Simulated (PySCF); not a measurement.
**Core binding energy against partial charge**

C4H6NS (charge +1).
Atom-mapped SMILES: `[CH3:1][n+:2]1[cH:3][cH:4][s:5][cH:6]1`

Binding energies: delta-SCF UKS SCAN, pcX-2 on the ionised atom, pcseg-1 elsewhere, spin-free X2C in PySCF 2.14.0. Charges: PBE0/pcSseg-1 ground-state density, for the ionised atom.

```json
{"atom": "C4", "environment": "aromatic CH next to a ring sulfur", "C 1s (eV)": "296.59", "Mulliken (e)": "-0.321", "IAO (e)": "-0.283", "Hirshfeld (e)": "-0.025", "ESP (e)": "-0.220"}
{"atom": "C3", "environment": "aromatic CH next to a ring nitrogen", "C 1s (eV)": "297.09", "Mulliken (e)": "+0.288", "IAO (e)": "-0.055", "Hirshfeld (e)": "+0.038", "ESP (e)": "-0.206"}
{"atom": "C1", "environment": "N-methyl carbon", "C 1s (eV)": "297.25", "Mulliken (e)": "-0.066", "IAO (e)": "-0.316", "Hirshfeld (e)": "-0.017", "ESP (e)": "-0.433"}
{"atom": "C6", "environment": "aromatic CH next to a ring nitrogen", "C 1s (eV)": "297.73", "Mulliken (e)": "+0.086", "IAO (e)": "-0.158", "Hirshfeld (e)": "+0.061", "ESP (e)": "-0.262"}
```

**Question.** Give the correlation coefficient and slope of binding energy on charge for each scheme.

**Answer.** Hirshfeld: r = 0.76, slope 8.5 eV per e; Mulliken: r = 0.57, slope 1.0 eV per e; IAO: r = 0.30, slope 1.2 eV per e; ESP: r = -0.29, slope -1.3 eV per e. Hirshfeld charges have the highest r, on only 4 points.

**Question.** The point-charge model writes a binding energy as kq + V + constant, with V the potential of the other atoms' charges at the site. What does it give with the Mulliken charges?

**Answer.** V = Σ 14.40 eV Å × q/r over all other atoms: +10.12 eV at C4, +0.59 eV at C3, +6.63 eV at C1, +4.22 eV at C6. Fitting binding energy − V to q gives k = 16.6 eV per e and leaves an rms residual of 0.15 eV, against 0.34 eV for the fit on q alone. The model has no term for differences in relaxation between sites.

The species carries charge +1, so core ionisation leaves charge +2. Isolated species at its PBE0-D3(BJ)/def2-SVP geometry, gas phase.
